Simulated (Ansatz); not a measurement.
A nudged elastic band was laid between two geometries of FH3Si + H2S (8 atoms, charge 0, multiplicity 1).

Computed with Ansatz, RKS BLYP/6-31G*.

| Quantity | Value |
| --- | --- |
| movable images | 6 |
| climbing image | no |
| spring | 5.0 eV/Å² |
| optimiser | quadratic models (default) |
| start path | through a guess of the saddle point |
| force threshold | 0.03 eV/Å |
| iteration limit | 60 |
| end points | relaxed |

First end point:

```xyz
8
Properties=species:S:1:pos:R:3
Si 0.744 0.195 -0.315
H 1.277 0.570 1.030
H 1.786 -0.551 -1.085
H 0.334 1.421 -1.065
F -0.558 -0.777 -0.122
S -3.830 -0.259 1.333
H -2.653 -0.585 0.729
H -3.535 -0.994 2.442
```

Last end point:

```xyz
8
Properties=species:S:1:pos:R:3
Si -0.507 -0.062 -1.028
H -0.017 0.497 4.360
H 0.375 -1.102 -0.422
H -0.082 1.328 -0.702
F -0.456 -0.275 -2.641
S -2.505 -0.206 -0.219
H -2.620 -1.560 -0.333
H -0.623 0.402 3.933
```

Q: Which bonds break or form, and what moves?

A: Bonds broken: Si1–H2, S6–H8. Bonds formed: Si1–S6, H2–H8. FH3Si + H2S becomes FH3SSi + H2.

Q: Give the energies along the band, and the barrier.

A: It converged. The highest image is number 3 of 0 to 7, 0.93 eV above the first end and 1.36 eV above the last; the last end lies 0.43 eV below the first. No image climbed, so the highest image needn't sit at the top of the path. The orbitals stay closed-shell, which can raise the energy where a bond breaks towards radicals; this wasn't checked here.

```json
{"image": "0", "path coordinate (Å)": "0.00", "energy (eV)": "0.00", "Si1–H2 (Å)": "1.49", "S6–H8 (Å)": "1.36", "Si1–S6 (Å)": "4.88"}
{"image": "1", "path coordinate (Å)": "1.42", "energy (eV)": "0.01", "Si1–H2 (Å)": "1.49", "S6–H8 (Å)": "1.36", "Si1–S6 (Å)": "4.33"}
{"image": "2", "path coordinate (Å)": "2.83", "energy (eV)": "0.08", "Si1–H2 (Å)": "1.50", "S6–H8 (Å)": "1.36", "Si1–S6 (Å)": "3.90"}
{"image": "3", "path coordinate (Å)": "4.25", "energy (eV)": "0.93", "Si1–H2 (Å)": "1.55", "S6–H8 (Å)": "1.39", "Si1–S6 (Å)": "2.88"}
{"image": "4", "path coordinate (Å)": "5.66", "energy (eV)": "0.63", "Si1–H2 (Å)": "2.40", "S6–H8 (Å)": "2.29", "Si1–S6 (Å)": "2.27"}
{"image": "5", "path coordinate (Å)": "7.08", "energy (eV)": "-0.38", "Si1–H2 (Å)": "3.61", "S6–H8 (Å)": "3.04", "Si1–S6 (Å)": "2.16"}
{"image": "6", "path coordinate (Å)": "8.49", "energy (eV)": "-0.43", "Si1–H2 (Å)": "4.63", "S6–H8 (Å)": "3.72", "Si1–S6 (Å)": "2.16"}
{"image": "7", "path coordinate (Å)": "9.91", "energy (eV)": "-0.43", "Si1–H2 (Å)": "5.44", "S6–H8 (Å)": "4.60", "Si1–S6 (Å)": "2.16"}
```

Q: What is the geometry of the highest image?

A: 
```xyz
8
Properties=species:S:1:pos:R:3
Si 0.029 -0.059 -0.176
H -0.120 -0.334 1.340
H 1.479 -0.295 -0.156
H -0.314 1.352 -0.546
F -0.559 -1.059 -1.332
S -2.643 0.195 0.860
H -2.734 -1.119 1.213
H -1.574 0.341 1.744
```

The run took 3.3 min on 1 thread of Arm Neoverse V1 (shared host), peak memory 0.11 GiB.
